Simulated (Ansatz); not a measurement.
Relaxed structures of CH5NSi, singlet (PBE0-D4/def2-TZVP; forces vanish, vibrations not checked; lower isomers may exist, and structures with a doubtful reference or unclear bonds are left out; Å). Computed with Ansatz 0.2.0 (basis: def2-TZVPP); correlated methods freeze the cores.

Task: Rank them by CCSD(T) energy, lowest first, and give each one's height above the lowest. Links in brackets join atoms within 1.22 times the sum of their covalent radii (1.1 for two metals). (To be estimated.)
A.
CH₅NSi ([CH2]1[NH][SiH2]1)
```
8
angstrom
C -0.6242 0.3344 -0.6222
N -0.3368 0.5765 0.8234
Si 0.5585 -0.7717 0.2284
H -1.6567 0.0656 -0.8297
H -0.2173 1.0482 -1.3377
H 0.0632 1.4749 1.0499
H 1.9958 -0.6324 -0.1018
H 0.2175 -2.0956 0.7897
```
B.
CH₅NSi ([CH2]1[NH2][SiH]1)
```
8
angstrom
C -0.5897 0.2656 -0.5524
N 0.3892 -0.5635 0.2036
Si -0.5771 0.7554 1.3018
H -1.4078 -0.3385 -0.9344
H -0.1159 0.8476 -1.3355
H 0.5876 1.7261 1.1066
H 1.3568 -0.4120 -0.0360
H 0.1778 -1.5480 0.2675
```
C.
CH₅NSi ([CH]1[NH2][SiH2]1)
```
8
angstrom
C -0.4013 0.6422 0.9244
N -0.5427 0.3225 -0.5749
Si 0.6070 -0.7167 0.4256
H -1.4692 0.0270 -0.8499
H -0.1315 0.9284 -1.2823
H -0.0781 1.6618 1.1062
H 1.8659 -0.7315 -0.3831
H 0.2076 -2.1173 0.7040
```

Result: Computed: A (0.0 kJ/mol), B (33.6 kJ/mol), C (175.1 kJ/mol). Heights count from the lowest.

No T1 diagnostic of these runs exceeds 0.016.

For scale, one of the runs: CCSD(T)/def2-TZVPP, 174 basis functions, launched by `ansatz run in.yaml --threads 2 --pin off --events-out ev --progress --plain --max-ram 4352MiB`. Time: 44 s of wall clock on 2 CPU threads of an Arm Neoverse N1; the host was shared. Peak host memory: 1.5 GiB.
